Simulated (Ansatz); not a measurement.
# CH9NSi: the cost of one run

All numbers below are computed with Ansatz 0.2.0 (UKS r2SCANh-D4/STO-3G).

## Step 1: Starting point

Bond lengths: Si1–N2 2.121 Å, Si1–H3 1.487 Å, Si1–H4 1.459 Å, Si1–C5 1.893 Å, N2–H8 1.011 Å, N2–H9 1.012 Å, C5–H10 1.084 Å, C5–H11 1.085 Å, C5–H12 1.085 Å. Angles (14 of 15 angles, heavy atoms first): N2–Si1–C5 110.1°, Si1–N2–H8 114.2°, Si1–N2–H9 116.2°, N2–Si1–H3 92.8°, N2–Si1–H4 122.3°, H3–Si1–C5 103.5°, H4–Si1–C5 119.6°, Si1–C5–H10 112.7°, Si1–C5–H11 111.3°, Si1–C5–H12 109.8°, H8–N2–H9 107.4°, H3–Si1–H4 101.8°, H10–C5–H11 107.7°, H10–C5–H12 107.7°.

As a file:

```xyz
12

Si   -0.7701   -0.0617   -0.0317
N     0.5915   -0.9213    1.3493
H    -1.1917   -1.3882   -0.5537
H    -2.0444    0.5145    0.3851
C     0.1715    0.7041   -1.4841
H     0.5547    0.4039    1.5856
H     0.0376    1.1314    1.1731
H     0.1669   -1.5618    2.0062
H     1.3983   -1.3851    0.9524
H     0.3716    1.7602   -1.3430
H     1.1225    0.2061   -1.6441
H    -0.4083    0.5979   -2.3951
```

## Step 2: Run 1

150 steps of 0.5 fs at constant energy, with velocities drawn for 300 K.

Contents of input.yaml:

```yaml
crystal:
  periodic: [false, false, false]
  atoms:
    - { symbol: Si, position_ang: [-0.7701, -0.0617, -0.0317] }
    - { symbol: "N", position_ang: [0.5915, -0.9213, 1.3493] }
    - { symbol: H, position_ang: [-1.1917, -1.3882, -0.5537] }
    - { symbol: H, position_ang: [-2.0444, 0.5145, 0.3851] }
    - { symbol: C, position_ang: [0.1715, 0.7041, -1.4841] }
    - { symbol: H, position_ang: [0.5547, 0.4039, 1.5856] }
    - { symbol: H, position_ang: [0.0376, 1.1314, 1.1731] }
    - { symbol: H, position_ang: [0.1669, -1.5618, 2.0062] }
    - { symbol: H, position_ang: [1.3983, -1.3851, 0.9524] }
    - { symbol: H, position_ang: [0.3716, 1.7602, -1.343] }
    - { symbol: H, position_ang: [1.1225, 0.2061, -1.6441] }
    - { symbol: H, position_ang: [-0.4083, 0.5979, -2.3951] }
magnetization:
  spin_polarized: true
basis:
  gaussian: { orbitals: STO-3G }
hamiltonian:
  xc: r2scanh
  dispersion: d4
md:
  timestep: 0.5
  n_steps: 150
  ensemble: nve
  temperature: 300.0
  initial_velocities: maxwell_boltzmann
  seed: 517023
```

Run with:

```console
$ ansatz run input.yaml --threads 1 --pin off --max-ram 2048MiB --backend cpu --events-out ev --progress --plain --runs-dir out
```

Q: Estimate wall time and peak memory on 1 thread of Intel Xeon 6975P-C (Granite Rapids), shared host.

About 4.8 min, with a peak of 0.18 GiB.
